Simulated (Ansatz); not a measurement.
**Worked example: SH, doublet against SH⁻, triplet**

Geometry (PBE0/def2-TZVPD stationary point of a triplet), kept for both states (SH⁻, triplet: Π; SH, doublet: Π):

| atom | x (Å) | y (Å) | z (Å) |
| --- | --- | --- | --- |
| S | 0.0000 | 0.0000 | 0.0000 |
| H | 0.0000 | 0.0000 | 1.9484 |

Basis aug-cc-pVDZ; Ansatz 0.2.0. Correlated methods freeze the noble-gas cores. Prefix R: restricted or restricted open-shell reference; prefix U: unrestricted.

Full CI isn't at hand for all of this; UCCSDT(Q) serves as the reference, and is uncertain by the last step of the cluster series or more.

Unrestricted rows (U, and Kohn–Sham where it breaks symmetry) aren't spin-pure: their determinants' ⟨S²⟩ exceeds S(S+1) by up to 0.45, so they mix in states of higher spin. The highest occupied Kohn–Sham level of the anion is positive, up to +1.81 eV, so in those functionals the extra electron is held by the basis alone, which enters their differences from the reference.

```tsv
level	E(SH⁻, triplet) (hartree)	E(SH, doublet) (hartree)
UHF	-398.031601	-398.021317
UMP2	-398.165507	-398.130064
UCCSD(T)	-398.194050	-398.173205
PBE	-398.539429	-398.507312
B3LYP	-398.735177	-398.700272
UCCSDT(Q)	-398.195360	-398.175278
```

Give the vertical gap, SH doublet less SH⁻ triplet, at each level in eV (1 hartree = 27.2114 eV), and each error against UCCSDT(Q).

UCCSDT(Q): (-398.175278 − (-398.195360)) × 27.2114 = 0.546 eV (the reference)
B3LYP: (-398.700272 − (-398.735177)) × 27.2114 = 0.950 eV, error 0.404 eV
PBE: (-398.507312 − (-398.539429)) × 27.2114 = 0.874 eV, error 0.328 eV
UCCSD(T): (-398.173205 − (-398.194050)) × 27.2114 = 0.567 eV, error 0.021 eV
UMP2: (-398.130064 − (-398.165507)) × 27.2114 = 0.964 eV, error 0.418 eV
UHF: (-398.021317 − (-398.031601)) × 27.2114 = 0.280 eV, error -0.266 eV

Total energies of functionals can't be set beside those of wave-function methods, since they hold the core's correlation and their own absolute errors; only the differences compare.

In so small a basis the reference is far from its limit while semilocal and hybrid functionals are nearer theirs, so the functionals' errors here hold much of the reference's basis and frozen-core error, which can add to them or hide them.

Each level lands on the state that its own search finds. T1 diagnostics of restricted CCSD: 0.033 and 0.026.
